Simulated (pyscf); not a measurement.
Thermochemistry of product channels of H₂N–SiH₂–NH₂ (SMILES N[SiH2]N) + HCl (SMILES Cl) on the singlet surface, in kJ/mol, from ωB97M-D3(BJ)/def2-TZVP energies (ideal gas, 1 atm, RRHO with modes under 100 cm⁻¹ raised to 100, one conformer, R ln 2 for chiral ones without a mode under 150 cm⁻¹). Structures and frequencies: ωB97X-D3(BJ)/def2-SVP in PySCF.

```csv
products,ΔE,ΔH(298 K),ΔG(298 K),ΔG(1200 K)
NH₃ (SMILES N) + H₂N–SiH₂–Cl (SMILES N[SiH2]Cl),…,-42.9,-43.9,-40.0
H₂N–SiH(NH₂)–Cl (SMILES N[SiH](N)Cl) + H₂ (SMILES [H][H]),…,-107.0,-100.8,-90.1
```

Task: Fill in the missing entries.

Result: 
- NH₃ (SMILES N) + H₂N–SiH₂–Cl (SMILES N[SiH2]Cl), ΔE: -51.4
- H₂N–SiH(NH₂)–Cl (SMILES N[SiH](N)Cl) + H₂ (SMILES [H][H]), ΔE: -101.7

These are energies of the channels, which say nothing of barriers.
